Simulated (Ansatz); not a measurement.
# AlO (oxoaluminum) at 6 levels

Wanted: a comparison of 6 runs (UHF/3-21G, U-r2SCAN0/6-31G, UB2PLYP/6-31G, UBLYP/6-31G, UCCSDT(Q)/6-31G, FCI/6-31G) of AlO (oxoaluminum). 

The results are computed with Ansatz 0.2.0.

48 further runs of the same task are left out: 2 that didn't finish, 46 set aside as unsound or not needed.

### 1 Starting point

AlO: 2 atoms, total charge 0, spin state doublet. SMILES: `[O]=[Al]`. The Al2–O1 distance was set to 2.025 Å, away from the relaxed value.

Bond lengths: O1–Al2 2.025 Å.

### 2 A single-point energy at UHF/3-21G (run 1)

in.yaml reads:

```yaml
basis:
  gaussian: {orbitals: 3-21G.json}
crystal:
  periodic: [false, false, false]
  atoms:
    - symbol: O
      position_ang: [0.000000, -0.000000, -0.429930]
    - symbol: Al
      position_ang: [-0.000000, 0.000000, 1.594970]
magnetization: {spin_polarized: true, initial_magnetization: 1}
accuracy: high
hamiltonian: {xc: hf}
```

The basis set 3-21G is read from a file made from the Basis Set Exchange's data (not shown).

Command:

```bash
ansatz run in.yaml --threads 1 --pin off --max-ram 3480MiB --events-out events.jsonl --progress --plain --runs-dir runs
```

Output:

```text
Warning: RAYON_NUM_THREADS=1 ignored (pool sized by the plan → 1); use --threads N
Functional definition: HF
  name "HF"
  exchange = exact_x
  correlation = 0
401 factors; integrals over basis functions are off by at most 4.7e-9 eV
mean field evaluation 1: about -8562.2517 eV, gradient 3.5e1 eV
mean field evaluation 2: about -8562.2536 eV, gradient 3.5e1 eV
mean field evaluation 4: about -8569.8086 eV, gradient 5.1e0 eV
mean field evaluation 8: about -8570.9954 eV, gradient 2.8e-1 eV
mean field evaluation 16: about -8570.9972 eV, gradient 2.1e-2 eV
mean field evaluation 32: about -8571.0781 eV, gradient 6.3e-1 eV
mean field evaluation 64: about -8570.2093 eV, gradient 5.1e0 eV
mean field evaluation 96: about -8571.5218 eV, gradient 1.4e0 eV
mean field evaluation 128: about -8571.9210 eV, gradient 1.1e0 eV
mean field evaluation 160: about -8570.0998 eV, gradient 2.0e0 eV
mean field evaluation 192: about -8570.9951 eV, gradient 2.8e-1 eV
mean field evaluation 224: about -8569.7380 eV, gradient 8.7e0 eV
mean field -8571.93674316 eV, -315.0128650436 hartree, gradient 1.3e-8 eV, S^2 0.761596; 7 other end points of the search recorded, 0 dependent functions left out
reference -8571.93674316 eV, -315.0128650436 hartree; 11, 10 occupied and 11, 12 virtual orbitals, 401 factors
Total energy: -8571.93674316 eV, -315.0128650436 hartree
```

Run time: 0.36 s. Hardware: 1 thread of Intel Xeon Platinum 8488C (Sapphire Rapids), shared host.

### 3 A single-point energy at U-r2SCAN0/6-31G (run 2)

input.yaml reads:

```yaml
crystal:
  periodic: [false, false, false]
  atoms:
    - {symbol: O, position_ang: [0.000000, -0.000000, -0.429930]}
    - {symbol: Al, position_ang: [-0.000000, 0.000000, 1.594970]}
basis:
  gaussian:
    orbitals: 6-31G
magnetization:
  spin_polarized: true
  initial_magnetization: 1
hamiltonian:
  xc: {name: r2SCAN0}
accuracy: high
```

Command:

```bash
ansatz run input.yaml --threads 1 --pin off --max-ram 3480MiB --events-out events.jsonl --progress --plain --runs-dir runs
```

Output:

```text
Warning: RAYON_NUM_THREADS=1 ignored (pool sized by the plan → 1); use --threads N
Functional definition: r2SCAN0
  name "r2SCAN0"
  parameter a = 0.25
  parameter k0 = 0.174
  parameter k1 = 0.065
  parameter a1 = 4.9479
  exchange = (1 - a)*r2scan_x(k0 = k0, k1 = k1, a1 = a1) + a*exact_x
  correlation = r2scan_c
409 factors; integrals over basis functions are off by at most 2.9e-9 eV
mean field evaluation 1: about -8624.5546 eV, gradient 4.8e1 eV
mean field evaluation 2: about -8455.5220 eV, gradient 1.1e2 eV
mean field evaluation 4: about -8637.5545 eV, gradient 3.1e0 eV
mean field evaluation 8: about -8637.9891 eV, gradient 6.2e-1 eV
mean field evaluation 16: about -8638.0103 eV, gradient 1.1e-3 eV
mean field evaluation 32: about -8638.0485 eV, gradient 4.6e-1 eV
mean field evaluation 64: about -8638.0103 eV, gradient 3.3e-5 eV
mean field -8638.44708174 eV, -317.4570749042 hartree, gradient 8.6e-9 eV, S^2 0.758204; 5 other end points of the search recorded, 0 dependent functions left out
reference -8638.44708492 eV, -317.4570750211 hartree; 11, 10 occupied and 11, 12 virtual orbitals, 409 factors
Total energy: -8638.44708492 eV, -317.4570750211 hartree
```

It took 7.2 s on 1 thread of Intel Xeon Platinum 8488C (Sapphire Rapids), shared host; peak memory 0.2 GiB.

### 4 A single-point energy at UB2PLYP/6-31G (run 3)

in.yaml reads:

```yaml
crystal:
  periodic: [false, false, false]
  atoms:
    - {symbol: O, position_ang: [0.000000, -0.000000, -0.429930]}
    - {symbol: Al, position_ang: [-0.000000, 0.000000, 1.594970]}
basis:
  gaussian:
    orbitals: 6-31G
magnetization:
  spin_polarized: true
  initial_magnetization: 1
hamiltonian:
  xc: {name: B2PLYP}
correlation:
  frozen_orbitals: {Al: 5, O: 1}
accuracy: high
```

Command:

```bash
ansatz run in.yaml --threads 1 --pin off --max-ram 3480MiB --events-out events.jsonl --progress --plain --runs-dir runs
```

Output, shortened:

```text
Warning: RAYON_NUM_THREADS=1 ignored (pool sized by the plan → 1); use --threads N
Functional definition: B2PLYP
  name "B2PLYP"
[...]
409 factors; integrals over basis functions are off by at most 2.9e-9 eV
[...]
mean field -8634.15267699 eV, -317.2992584404 hartree, gradient 2.1e-8 eV, S^2 0.757208; 5 other end points of the search recorded, 0 dependent functions left out
6 core orbitals not correlated: weight in the atoms' cores, before any rotation towards them, 1.000 or more for the frozen orbitals, at most 0.000 for the correlated occupied ones
reference -8634.15269340 eV, -317.2992590437 hartree; 5, 4 occupied and 11, 12 virtual orbitals, 409 factors
second order -4.27339880 eV of doubles, -0.00000000 eV of singles
Total energy: -8635.30651108 eV, -317.3416610612 hartree
```

Run time: 4.2 s. Hardware: 1 thread of Intel Xeon Platinum 8488C (Sapphire Rapids), shared host; peak memory 0.13 GiB.

Runs 4 to 5 aren't shown in full; the table further down has their settings and results.

### 5 A single-point energy at FCI/6-31G (run 6)

in.yaml reads:

```yaml
basis:
  gaussian: {orbitals: 6-31G}
crystal:
  periodic: [false, false, false]
  atoms:
    - {symbol: O, position_ang: [0.000000, -0.000000, -0.429930]}
    - {symbol: Al, position_ang: [-0.000000, 0.000000, 1.594970]}
magnetization: {spin_polarized: true, initial_magnetization: 1}
correlation: {method: fci, frozen_orbitals: {Al: 5, O: 1}}
accuracy: high
```

Command:

```bash
ansatz run in.yaml --threads 1 --pin off --max-ram 3480MiB --events-out events.jsonl --progress --plain --runs-dir runs
```

Output, shortened:

```text
Warning: RAYON_NUM_THREADS=1 ignored (pool sized by the plan → 1); use --threads N
[... 2 set-up lines as earlier in the session ...]
[...]
409 factors; integrals over basis functions are off by at most 2.9e-9 eV
[...]
mean field -8617.97611072 eV, -316.7047805950 hartree, gradient 2.4e-8 eV, S^2 0.760554; 20 other end points of the search recorded, 0 dependent functions left out
determinant -8617.97611072 eV, -316.7047805950 hartree, with singles and doubles -8621.66483629 eV, -316.8403387592 hartree
determinant -8617.20730325 eV, -316.6765274415 hartree, with singles and doubles -8621.28488744 eV, -316.8263758967 hartree
determinant -8616.08978273 eV, -316.6354593199 hartree, with singles and doubles -8620.67086400 eV, -316.8038109514 hartree
determinant -8614.48873753 eV, -316.5766219940 hartree, with singles and doubles -8618.38218563 eV, -316.7197035725 hartree
determinant -8617.97611072 eV, -316.7047805950 hartree, with singles and doubles -8621.66840693 eV, -316.8404699779 hartree
determinant -8617.20730325 eV, -316.6765274415 hartree, with singles and doubles -8621.33773432 eV, -316.8283179836 hartree
6 core orbitals not correlated: weight in the atoms' cores, before any rotation towards them, 1.000 or more for the frozen orbitals, at most 0.000 for the correlated occupied ones
reference -8617.93975719 eV, -316.7034446272 hartree; 5, 4 occupied and 11, 12 virtual orbitals, 409 factors
state -8621.76942768 eV, -316.8441824222 hartree
Total energy: -8621.76942768 eV, -316.8441824222 hartree
```

Wall time 32 s (1 thread of Intel Xeon Platinum 8488C (Sapphire Rapids), shared host); peak memory 0.32 GiB.

### 6 Overview of the runs

| run | level | frozen core orbitals | energy (Eh) | ⟨S²⟩ | wall time |
| --- | --- | --- | --- | --- | --- |
| 1 | UHF/3-21G | – | -315.012865 | 0.762 | 0.36 s |
| 2 | U-r2SCAN0/6-31G | – | -317.457075 | 0.758 | 7.2 s |
| 3 | UB2PLYP/6-31G | 6 | -317.341661 | 0.757 | 4.2 s |
| 4 | UBLYP/6-31G | – | -317.545218 | 0.767 | 3.9 s |
| 5 | UCCSDT(Q)/6-31G | 6 | -316.844284 | 0.761 | 3.9 s |
| 6 | FCI/6-31G | 6 | -316.844182 | – | 32 s |

### 7 Summary of results

| quantity | value |
| --- | --- |
| run 6: total energy | -316.84418 Eh |
| run 6: correlation energy (6 core orbitals frozen) | -140.7 mEh |

Against full CI in this basis: UCCSDT(Q) -0.1 mEh. Totals of different functionals can't be ranked against each other. All runs together took 51 s, the longest 32 s.
